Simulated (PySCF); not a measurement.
PySCF input (BP86/def2-SVP):

```python
from pyscf import gto, dft

mol = gto.M(
    atom='''
    Si   -0.00000000    0.00000000   -0.00000000
    F     0.90266225    0.93537042    0.87570553
    F    -0.88062488   -0.89967856    0.93362490
    F    -0.92886782    0.87391074   -0.91107724
    F     0.90683044   -0.90960260   -0.89825319
    ''',
    basis='def2-svp',
    charge=0,
    spin=0,
    verbose=4,
)

mf = dft.RKS(mol, xc='bp86')
mf.grids.level = 3
mf.conv_tol = 1e-9
mf.max_cycle = 100
mf.max_memory = 1500
mf.kernel()
if not mf.converged:
    mf = mf.newton()
    mf.kernel(mf.make_rdm1())
mf.dip_moment()
```

**Question.** What final total energy does it give?

**Answer.** -688.71143 Eh.
